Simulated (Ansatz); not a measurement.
## Forces on a displaced structure

B2H3S (SMILES B[B]S), doublet, displaced at random from a GFN2-xTB minimum.

B1  (-1.009, 0.270, -0.571)
B2  (0.164, -0.237, 0.280)
S3  (1.422, -0.850, 1.279)
H4  (-1.290, -0.170, -1.629)
H5  (-1.696, 1.131, -0.236)
H6  (2.462, -0.072, 0.897)
(Å)

Program: Ansatz 0.2.0. Basis: def2-TZVPP. Cores are frozen in the correlated methods; orbitals are unrestricted.

CCSD(T) forces from the calculation:
| atom | Fx | Fy | Fz (eV/Å) |
| --- | --- | --- | --- |
| B1 | -0.611 | -0.109 | -0.970 |
| B2 | 0.795 | -0.164 | 0.388 |
| S3 | 0.541 | -0.272 | 0.441 |
| H4 | 0.100 | -0.341 | -0.369 |
| H5 | -0.601 | 0.917 | 0.568 |
| H6 | -0.223 | -0.031 | -0.058 |

Root-mean-square difference of the force components from those of CCSD(T): PBE0-D4 0.133; wB97M-V 0.103; r2SCAN-D4 0.147; PBE-D4 0.215; B97M-V 0.168; BHLYP-D4 0.143 eV/Å.

The T1 diagnostic stays at or below 0.018. ⟨S²⟩ of the unrestricted Hartree–Fock references: 0.76 (a pure state has 0.75). These are differences at one structure, and CCSD(T) in triple zeta is itself an approximation.

For scale, one of the runs: CCSD(T)/def2-TZVPP forces, 146 basis functions (an equivalent command: `ansatz run in.yaml --threads 4`). The run took 110 s on 4 CPU threads (shared host), with 3.6 GiB of host memory at its peak.
